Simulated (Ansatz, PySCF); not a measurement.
Pair of molecules: H2O (SMILES O) (first 3 atoms) with CH4O (SMILES CO); geometry from S66by8 set.
(charge 0, multiplicity 1):
```csv
atom,x (Å),y (Å),z (Å)
O,-2.0109,0.0797,0.1251
H,-2.4276,0.8785,0.4509
H,-1.0819,0.1904,0.3661
O,0.8748,0.1758,0.5148
H,1.2427,-0.3963,1.1924
C,1.3398,-0.2958,-0.7473
H,0.9089,0.3553,-1.5004
H,2.4257,-0.2450,-0.8216
H,1.0114,-1.3157,-0.9464
```

Interaction energies are E(AB) − E(A) − E(B) at the monomers' geometry in the complex; basis-set methods are counterpoise corrected. Rows marked so take none.

Rows in 6-31G* carry no dispersion term and start afresh at each structure (6-31G* with six Cartesian d functions).

Codes used: Ansatz (Gaussian basis) for Hartree–Fock, density functionals and correlated methods; PySCF for 6-31G* rows, the dispersion terms. Each number belongs to the level named beside it.

Q: One of these levels gives -3.84 kcal/mol for the interaction energy. Name it.
(A) PBE/def2-TZVPPD
(B) HF/aug-cc-pVDZ
(C) BP86/6-31G* (no counterpoise)
(D) r2SCAN-D3(BJ)/def2-TZVPPD

A: B, HF/aug-cc-pVDZ. The others give -5.13 (PBE/def2-TZVPPD), -6.48 (BP86/6-31G* (no counterpoise)), -5.78 (r2SCAN-D3(BJ)/def2-TZVPPD)

Ansatz is a quantum-chemistry and plane-wave program.
